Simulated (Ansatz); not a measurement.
How far each method lies from full CI for HNAl, doublet

Geometry: a point of a stretch scan, not a stationary point.

```yaml
atoms:
  - { symbol: Al, position_ang: [0.0000, 0.0034, 0.6662] }
  - { symbol: N, position_ang: [0.0000, -0.1360, -1.0656] }
  - { symbol: H, position_ang: [0.0000, 1.7999, -3.0258] }
```

Basis 6-31G; Ansatz 0.2.0. Correlated methods freeze the noble-gas cores, which leaves 9 electrons in 18 orbitals. Prefix R: restricted or restricted open-shell reference; prefix U: unrestricted. Active spaces: pair = (3e, 3o) about the gap; valence = (9e, 9o) chosen from the atoms' valence shells.

Full CI is exact within this basis and frozen core; it isn't the basis-set limit. The frozen core follows each run's orbitals, which can shift R against U totals by a few meV.

Unrestricted rows (U) aren't spin-pure: their determinants' ⟨S²⟩ exceeds S(S+1) by up to 1.04, so they mix in states of higher spin. HF rows: UHF is the lowest solution found. Coupled cluster chose its determinant by a search with trial CCSD, here up to 1.80 eV above the lowest Hartree–Fock solution of its kind, and MP2 stands on that determinant too.

The R cluster runs have T1 = 0.256 on a determinant 1.80 eV above the lowest RHF solution, too large to trust, so RMP2, RCCSD, RCCSD(T), RCCSDT(Q), RCCSDT aren't compared. BCCD(T) turns its orbitals far from the restricted determinant (T1 = 0.294 for the singles of that rotation), so its spin and state can't be checked, and it isn't compared.

```
UHF ⟨S²⟩                            : 1.901
⟨S²⟩ of the determinant under UCCSD : 1.792
T1 diagnostic (RCCSD)               : 0.2563
largest doubles amplitude (RCCSD)   : 0.145
T1 diagnostic (UCCSD)               : 0.0677
```

```csv
level,E − E(determinant under the R cluster runs) (eV)
UMP2,-6.5961
UCCSD,-7.4098
UCCSD(T),-7.5135
```

Question: Estimate how far full CI in 6-31G lies from UCCSD(T). The table doesn't fix it; the size of (T) and the diagnostics are the guide.

Answer: Full CI in 6-31G lies 3.66 mEh below UCCSD(T), which is 96 % of the (T) step (-3.81 mEh). More than one determinant leads, and the rest is a large part of (T). The miss exceeds 1 kcal/mol.

The other levels:

```
                   level  E − E(full CI) (mEh)  share of correlation (%)  wall time
                    UHF†                119.96                         –      1.4 s
                  UCCSDT                  1.43                     99.49          –
               UCCSDT(Q)                  0.34                     99.88       18 s
                RCCSDTQ*                  0.18                     99.93    2.5 min
    CASSCF (pair space)†                123.91                         –          –
    NEVPT2 (pair space)†                 44.95                         –      2.7 s
    MRCISD (pair space)†                 24.97                         –          –
  MRCISD+Q (pair space)†                 14.77                         –      3.3 s
  CASSCF (valence space)                 53.45                     80.90          –
  NEVPT2 (valence space)                 14.09                     94.96      4.9 s
  MRCISD (valence space)                  3.28                     98.83          –
MRCISD+Q (valence space)                  1.80                     99.36      6.5 s
```

An asterisk marks runs whose energy the program itself flagged as in doubt. A dagger marks rows that describe another state than the reference (another or a broken symmetry, a higher spin or other natural occupations), so the difference holds a gap between states beside the method's error.

The correlation energy at full CI, counted from the determinant under the R cluster runs, is -7.613 eV. That run took 13 min on 1 thread of Arm Neoverse V1, shared host over 13,106,016 determinants.

Run but not shown, since their state, orbitals or frozen core can't be matched to the reference's or they repeat it: RHF, RMP2, CISD, RCCSD, RCCSD(T), BCCD(T), RCCSDT, RCCSDT(Q).

Times hold each run's SCF and search for its determinant on a shared host, so for small cases they say little of a method's own cost; they ran on 1 thread of Arm Neoverse V1.

The full-CI state has the irrep A' of Cs, in the program's axes.

Natural occupations of full CI about the gap: 1.979 1.907 1.881 1.244 1.007 0.758 0.098 0.053 0.030 0.012; effectively unpaired electrons, Σ n²(2−n)², 2.90. No single determinant describes this state well, so single-reference rows can miss without a flag.
